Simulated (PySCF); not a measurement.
**Which functional comes closest?**

Molecule: (CH3)2PPF2 (SMILES CP(C)P(F)F).

Atom-mapped SMILES (the numbers label the heavy atoms): `[CH3:1][P:2]([CH3:3])[P:4]([F:5])[F:6]` (H(Xn): hydrogen on atom n).

Geometry PBE0-D3(BJ)/def2-SVP throughout; GIAO in PySCF, gas phase, one conformer, non-relativistic; equivalent atoms averaged; basis pcSseg-1.

Reference values (measured; solution; George Maxwell Hunter, The Preparation and Properties of Some Difluorophosphites, PhD thesis, University of Edinburgh, 1981): δ(P4) = 294.0 ppm vs 85 % H3PO4, δ(P2) = -54.0 ppm vs 85 % H3PO4. Computed shifts are taken against H3PO4, calculated as an isolated molecule at each level.

How do the functionals HF, LDA, PBE, BLYP, BP86, OPBE perform against the reference? Times are CPU seconds on 1 thread of an Arm Neoverse V1, shared host.

Answers


```tsv
functional	kind	P4	P2	mean abs. error P	core-s
HF	Hartree–Fock	279.2	-74.5	17.7	5.9
LDA	LDA	359.1	-62.9	37.0	14
PBE	GGA	339.2	-60.6	25.9	17
BLYP	GGA	349.3	-44.9	32.2	17
BP86	GGA	341.7	-56.3	25.0	16
OPBE	GGA	317.2	-68.1	18.6	17
```

For $^{31}$P the closest is HF (17.7 ppm) and the furthest LDA (37.0 ppm). One molecule is a small sample, and vibrational and solvent effects are absent from the calculation.
